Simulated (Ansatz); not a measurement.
Ansatz (a program for electronic structure) input:

Ansatz 0.2 input:
```yaml
crystal:
  periodic: [false, false, false]
  atoms:
    - {symbol: C, position_ang: [-0.16236090, -1.63160929, 0.00472890]}
    - {symbol: C, position_ang: [0.56869988, -0.51929546, -0.00222610]}
    - {symbol: C, position_ang: [-0.00500061, 0.78581138, -0.00177715]}
    - {symbol: H, position_ang: [-1.24346061, -1.60018079, 0.01115878]}
    - {symbol: H, position_ang: [0.31248639, -2.60293919, 0.00410686]}
    - {symbol: H, position_ang: [1.65159121, -0.55725999, -0.00865172]}
    - {symbol: N, position_ang: [-0.44694960, 1.85013432, -0.00156684]}
basis:
  gaussian:
    orbitals: def2-TZVP
hamiltonian:
  xc: b3lyp
  dispersion: d3bj
phonons: {temperatures: {t_min: 298.15, t_max: 298.15, t_step: 100}}
```

### Question
Predict the final energy.

### Answer
-170.90906 Eh (B3LYP-D3(BJ)/def2-TZVP). The basis has 142 functions. The run takes about 60 core-seconds (a rough figure).
